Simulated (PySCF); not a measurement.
Geometry:
| atom | x (Å) | y (Å) | z (Å) |
| --- | --- | --- | --- |
| C1 | -1.382 | 0.360 | 0.393 |
| P2 | 0.338 | 0.667 | -0.122 |
| C3 | 1.068 | -0.990 | -0.321 |
| S4 | 1.343 | 1.887 | 1.007 |
| H5 | -1.899 | -0.312 | -0.309 |
| H6 | -1.905 | 1.325 | 0.445 |
| H7 | -1.367 | -0.084 | 1.399 |
| H8 | 0.164 | 1.072 | -1.479 |
| H9 | 2.087 | -0.875 | -0.718 |
| H10 | 1.130 | -1.459 | 0.671 |
| H11 | 0.469 | -1.617 | -0.999 |

Geometry: PBE0-D3(BJ)/def2-SVP; GIAO shifts from PySCF, gas phase, non-relativistic, averaged over equivalent atoms.

At BLYP/pcSseg-2 (256 basis functions, 27 s wall time on 1 thread of an Arm Neoverse V2, shared host):
```
              atoms  δ (ppm)
              C1/C3     24.9
                 P2     -4.8
                 S4   -181.2
                 H8     7.63
H5/H6/H7/H9/H10/H11     1.46
```

Shifts are taken against calculated references (same method and geometry level): ¹³C (σ = 175.01 ppm) and ¹H (σ = 31.38 ppm) vs TMS; H3PO4 for ³¹P (σ = 271.26 ppm); ³³S (σ = 487.98 ppm) against CS2.

Q: Predict the values at LDA/pcSseg-2 on the same geometry.

A: 
```
              atoms  δ at LDA/pcSseg-2  change
              C1/C3               25.7    +0.8
                 P2              -21.4   -16.6
                 S4             -184.8    -3.6
                 H8               7.98   +0.35
H5/H6/H7/H9/H10/H11               1.47   +0.01
```

Shifts are taken against calculated references (same method and geometry level): ¹³C (180.28 ppm), ¹H (30.77 ppm) against TMS; H3PO4 for ³¹P (259.12 ppm); CS2 for ³³S (483.79 ppm).

The largest change is at P2 (phosphorus bonded to 2 C, S, H). Cost: 256 basis functions, 23 s wall time on 1 thread of an Arm Neoverse V2, shared host.

Experimental scales use liquid or dissolved standards, which lie at an offset from isolated H3PO4.
